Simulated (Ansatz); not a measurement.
# CO: the cost of one run

Program: Ansatz 0.2.0 through its Python package. The levels of theory stand in the script. These are calculated values, not measurements.

## (1) Starting point

Bond lengths: C1–O2 1.410 Å.

No structure file is read: the coordinates are typed or built in the script.

## (2) Script

Input file composite.py:

```python
# -*- coding: utf-8 -*-
import itertools
import warnings

import ansatz as az
from ase import Atoms
from ase.data import atomic_numbers, covalent_radii
import numpy as np

warnings.simplefilter("ignore", az.DeckWarning)

atoms = Atoms(["C", "O"], positions=[
    (0.0, 0.0, 0.0),
    (0.0, 0.0, 1.41),
])
mol = az.Crystal.molecule_from_ase(atoms)

job = (
    mol.calculation()
    .basis(gaussian="def2-SVP")
    .functional("b3lyp")
    .charge(-1)
    .spin("collinear", total=1)
)
symbols = [site.symbol for site in mol.cartesian_sites]
start = np.array([site.position_ang for site in mol.cartesian_sites], dtype=float)
report = job.relax(force_tolerance=0.01).run(threads=1, pin="off").report
end = np.array(report["positions_ang"])
radius = [covalent_radii[atomic_numbers[s]] for s in symbols]
span = lambda where, i, j: np.linalg.norm(where[i] - where[j])
bonded = [(i, j) for i, j in itertools.combinations(range(len(symbols)), 2) if min(span(start, i, j), span(end, i, j)) < 1.2 * (radius[i] + radius[j])]
print("pair        before    after (A)")
for i, j in bonded:
    print(f"{symbols[i]}{i}-{symbols[j]}{j}".ljust(10), f"{span(start, i, j):8.4f} {span(end, i, j):8.4f}")

minimum = az.Crystal.molecule()
for symbol, place in zip(symbols, end):
    minimum = minimum.atom(symbol, place.tolist())
at_minimum = minimum.calculation().charge(-1).spin("collinear", total=1)
level = lambda method, basis: at_minimum.basis(gaussian=basis).correlation(method).run(threads=1, pin="off").report
small, large, cluster = level("mp2", "cc-pVDZ"), level("mp2", "cc-pVTZ"), level("ccsd_t", "cc-pVDZ")
corr = lambda each: (each["free_energy_ev"] - each["reference_energy_ev"]) / 27.211386246
mp2_limit = (27 * corr(large) - 8 * corr(small)) / 19
pieces = {"HF / cc-pVTZ": large["reference_energy_ev"] / 27.211386246, "MP2 correlation, DZ-TZ limit": mp2_limit, "CCSD(T) - MP2 / cc-pVDZ": corr(cluster) - corr(small)}
for name, value in pieces.items():
    print(f"{name:32s} {value:14.6f} Ha")
print(f"{'sum':32s} {sum(pieces.values()):14.6f} Ha")
print("T1 diagnostic", round(cluster["correlation"]["coupled_cluster"]["t1_diagnostic"], 4))
```

## (3) The input behind the calls

The package turns the script's settings into the engine's input (first run):

```yaml
crystal:
  periodic: [false, false, false]
  atoms:
    - { symbol: C, position_ang: [0.0, 0.0, 0.0] }
    - { symbol: O, position_ang: [0.0, 0.0, 1.41] }
basis:
  gaussian:
    orbitals: def2-SVP
hamiltonian:
  xc: b3lyp
magnetization:
  spin_polarized: true
  initial_magnetization: 1.0
total_charge: -1.0
relax:
  f_tol: 0.01
```

## (4) Launch

Started as:

```bash
python composite.py
```

**Question.** How long does this script take on 1 thread of Arm Neoverse V1, shared host, and how much memory does it need?

About 4.6 s, with a peak of 0.16 GiB.
